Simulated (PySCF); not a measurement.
A ladder for the ionisation energy of Ne

Ne [Ne] (1S) → Ne+ [He] 2s2 2p5 (2P). Scalar values calculated with PySCF 2.14 in aug-cc-pVQZ-DK (spin-free X2C; valence: 1s2 frozen). The spin-orbit shift comes from two-component X2C-1e calculations (generalised Hartree-Fock, GHF, and MP2 on its spinors, GMP2) in x2c-QZVPPall-2c: GMP2 gives 21.668 eV without and 21.632 eV with screened spin-orbit coupling, a shift of -0.036 eV (GHF: -0.035 eV). Sums use unrounded values; where a UHF row is shifted, it takes the GHF shift.

```json
{"method": "UHF", "scalar (eV)": "19.642"}
{"method": "LDA", "scalar (eV)": "22.173"}
{"method": "PBE", "scalar (eV)": "21.645"}
{"method": "PBE0", "scalar (eV)": "21.434"}
{"method": "r2SCAN", "scalar (eV)": "21.467"}
{"method": "wB97M-V", "scalar (eV)": "21.410"}
{"method": "r2SCANh", "scalar (eV)": "21.401"}
{"method": "BLYP", "scalar (eV)": "21.656"}
{"method": "B2PLYP", "scalar (eV)": "21.554"}
{"method": "MP2 (valence)", "scalar (eV)": "21.718"}
{"method": "SCS-MP2 (valence)", "scalar (eV)": "21.581"}
{"method": "CCSD (valence)", "scalar (eV)": "21.440"}
{"method": "CCSD(T) (valence)", "scalar (eV)": "21.515"}
```

Task: Form a composite estimate from CCSD(T) (valence) and the spin-orbit shift, and compare it with the reference, 21.565 eV (measured; NIST Atomic Spectra Database, ionization energies).

Result: 21.515 + (-0.036) = 21.479 eV, an error of -0.086 eV.

The errors of the correlated levels include the incompleteness of the basis and the frozen core, so a lower level can come closer by cancellation.
